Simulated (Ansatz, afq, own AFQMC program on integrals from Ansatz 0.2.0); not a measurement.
**BHO, singlet in cc-pVDZ, levels against CCSDT(Q)**

```yaml
atoms:
  - { symbol: B, position_ang: [0.0000, 0.0000, 1.0101] }
  - { symbol: O, position_ang: [0.0000, 0.0000, -0.0289] }
  - { symbol: H, position_ang: [0.0000, 0.0000, -0.9812] }
```

Connectivity, by distances: B–OH.

Basis cc-pVDZ. Only valence electrons are correlated. AFQMC by an in-house program on the Cholesky factors that Ansatz 0.2.0 writes for its CCSD(T) run. ph-AFQMC/CISD is guided by a CISD state made of CCSD amplitudes; releasing the constraint for a short imaginary time cuts its bias at the price of noise, slowly where states lie close. ± is one standard error of the sampling.

Determinant: RHF, the one that the program's search chose, which needn't be the lowest solution. The geometry is a point of a scan.

No full CI on the walks' own integrals is used here; CCSDT(Q) serves as the reference and is uncertain by about the last step of the cluster series.

Cautions: the released energies move by 1.5 errors or more from one time to the next, so no released level is given (meV from the phaseless value at times in 1/Eh: -2 ± 9 at 0.24, -12 ± 10 at 0.51, 1 ± 8 at 0.99, 24 ± 10 at 1.62, -25 ± 15 at 2.40).

The T1 diagnostic is 0.0124 and the weight of the determinant in the CISD state is 0.911. The size of the correlated space is 10 electrons in 31 orbitals.

```csv
level,correlation energy (eV)
MP2,-6.5553
CCSD,-7.0268
CCSD(T),-7.1878
```

Estimate where phaseless AFQMC with a CISD trial lies against CCSD(T) on the same integrals.

3.3 ± 0.9 kJ/mol below CCSD(T).

Reference: CCSDT(Q), correlation energy -7.213 eV.

```
        level  E − E(reference) (kJ/mol)  share of correlation (%)
      CCSD(T)                        2.4                     99.65
        CCSDT                        1.4                     99.79
ph-AFQMC/CISD                 -0.9 ± 0.9                    100.13
```

A walk keeps the symmetry of its determinant, which the program's search chose and which needn't be the lowest solution, so a lower state of the same spin and another symmetry isn't excluded.
